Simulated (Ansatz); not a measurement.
# BH₂O+: single points off equilibrium

A test off equilibrium: a structure displaced at random from a GFN2-xTB minimum is computed at several levels, and each is set against CCSD(T).

Computed with Ansatz 0.2.0, Gaussian basis. Level: single points in def2-TZVPP.

Correlated methods freeze the cores.

## Step 1: Where the work starts

4 atoms, charge 1, spin multiplicity 1.

Atoms are counted from 1 here; the program's logs count them from 0.

Bond lengths: B1–O2 1.314 Å, B1–H3 1.178 Å, O2–H4 1.014 Å. Angles: O2–B1–H3 154.0°, B1–O2–H4 156.1°.

Coordinates:

```
B    -0.0862   -0.5549    0.3556
O     0.0699    0.5756   -0.2953
H     0.2476   -1.6282    0.7085
H    -0.1070    1.5488   -0.5183
```

## Step 2: CCSD(T)/def2-TZVPP

The input, run/in.yaml:

```yaml
crystal:
  periodic: [false, false, false]
  atoms:
    - {symbol: B, position_ang: [-0.086200, -0.554900, 0.355600]}
    - {symbol: O, position_ang: [0.069900, 0.575600, -0.295300]}
    - {symbol: H, position_ang: [0.247600, -1.628200, 0.708500]}
    - {symbol: H, position_ang: [-0.107000, 1.548800, -0.518300]}
basis:
  gaussian: {orbitals: def2-TZVPP}
total_charge: 1
correlation: {method: ccsd_t}
output: {forces: true}
```

No record of the launch command was kept for these runs.

## Step 3: PBE0-D4/def2-TZVPP

Edit run/in.yaml of step 2 so:

```diff
@@ -10,3 +10,3 @@
 total_charge: 1
-correlation: {method: ccsd_t}
-output: {forces: true}
+hamiltonian: {xc: pbe0, dispersion: d4}
+output: {forces: true, orbitals: {seedname: orbitals}}
```

## Step 4: wB97M-V/def2-TZVPP

Edit run/in.yaml of step 3 so:

```diff
@@ -10,3 +10,3 @@
 total_charge: 1
-hamiltonian: {xc: pbe0, dispersion: d4}
-output: {forces: true, orbitals: {seedname: orbitals}}
+hamiltonian: {xc: {name: wB97M-V}}
+output: {forces: true}
```

## Step 5: r2SCAN-D4/def2-TZVPP

Edit run/in.yaml of step 4 so:

```diff
@@ -10,3 +10,3 @@
 total_charge: 1
-hamiltonian: {xc: {name: wB97M-V}}
+hamiltonian: {xc: r2scan, dispersion: d4}
 output: {forces: true}
```

## Step 6: PBE-D4/def2-TZVPP

Edit run/in.yaml of step 5 so:

```diff
@@ -10,3 +10,3 @@
 total_charge: 1
-hamiltonian: {xc: r2scan, dispersion: d4}
+hamiltonian: {xc: pbe, dispersion: d4}
 output: {forces: true}
```

## Step 7: B97M-V/def2-TZVPP

Edit run/in.yaml of step 6 so:

```diff
@@ -10,3 +10,3 @@
 total_charge: 1
-hamiltonian: {xc: pbe, dispersion: d4}
+hamiltonian: {xc: {name: B97M-V}}
 output: {forces: true}
```

## Step 8: r2SCANh-D4/def2-TZVPP

Edit run/in.yaml of step 7 so:

```diff
@@ -10,3 +10,3 @@
 total_charge: 1
-hamiltonian: {xc: {name: B97M-V}}
+hamiltonian: {xc: {name: r2SCANh}, dispersion: d4}
 output: {forces: true}
```

(Steps that only read results are left out.)

Before running it: what results should come out? Wanted: energy less free atoms, CCSD(T)/def2-TZVPP; RMS force component; RMS force error; HOMO and LUMO, PBE0-D4; T1 diagnostic.

**Answer**, as computed:

| quantity | value |
| --- | --- |
| energy less free atoms, CCSD(T)/def2-TZVPP | -145.8 kcal/mol |
| RMS force component | 1.922 to 2.162 eV/Å over the methods |
| RMS force error | PBE0-D4 0.208, wB97M-V 0.137, r2SCAN-D4 0.106, PBE-D4 0.172, B97M-V 0.172, r2SCANh-D4 0.165 eV/Å |
| HOMO and LUMO, PBE0-D4 | -19.18 and -8.99 eV |
| T1 diagnostic | 0.020 |

Against CCSD(T) the functionals' energies less atoms differ by -17.3 to -6.2 kcal/mol, PBE-D4 by -17.3 kcal/mol. CCSD(T) in triple zeta still lacks some correlation energy of the bonds, so part of these gaps is its own basis error and they don't rank the functionals. On forces the order runs from r2SCAN-D4 to PBE0-D4. Frozen-core CCSD(T) forces in triple zeta carry basis errors of their own, and this is one geometry, so small gaps rank nothing.
